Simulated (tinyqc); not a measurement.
Inside a calculation. Method: extended Hueckel theory, for BH3. One step of it, computed by the program tinyqc.

Task: Wolfsberg-Helmholz matrix. H_ij = K' S_ij (H_ii + H_jj)/2 for i != j (the diagonal keeps H_ii), with K' = K + D^2 + D^4 (1 - K), D = (H_ii - H_jj)/(H_ii + H_jj), K = 1.5.

overlap S, order 1B 2s, 1B 2px, 1B 2py, 1B 2pz, 2H 1s, 3H 1s, 4H 1s:
```
[[1.000000, 0.000000, 0.000000, 0.000000, 0.505697, 0.505389, 0.505389],
 [0.000000, 1.000000, 0.000000, 0.000000, 0.542180, -0.271081, -0.271081],
 [0.000000, 0.000000, 1.000000, 0.000000, 0.000000, 0.469341, -0.469341],
 [0.000000, 0.000000, 0.000000, 1.000000, -0.014107, -0.014094, -0.014094],
 [0.505697, 0.542180, 0.000000, -0.014107, 1.000000, 0.102967, 0.102967],
 [0.505389, -0.271081, 0.469341, -0.014094, 0.102967, 1.000000, 0.102919],
 [0.505389, -0.271081, -0.469341, -0.014094, 0.102967, 0.102919, 1.000000]]
```

diagonal H_ii (eV): [-15.200000, -8.500000, -8.500000, -8.500000, -13.600000, -13.600000, -13.600000]

K = 1.500000

Give: H.

Result:

H (eV), order 1B 2s, 1B 2px, 1B 2py, 1B 2pz, 2H 1s, 3H 1s, 4H 1s:
```
[[-15.2000, 0.0000, 0.0000, 0.0000, -10.9455, -10.9388, -10.9388],
 [0.0000, -8.5000, 0.0000, 0.0000, -9.2972, 4.6484, 4.6484],
 [0.0000, 0.0000, -8.5000, 0.0000, 0.0000, -8.0482, 8.0482],
 [0.0000, 0.0000, 0.0000, -8.5000, 0.2419, 0.2417, 0.2417],
 [-10.9455, -9.2972, 0.0000, 0.2419, -13.6000, -2.1005, -2.1005],
 [-10.9388, 4.6484, -8.0482, 0.2417, -2.1005, -13.6000, -2.0995],
 [-10.9388, 4.6484, 8.0482, 0.2417, -2.1005, -2.0995, -13.6000]]
```
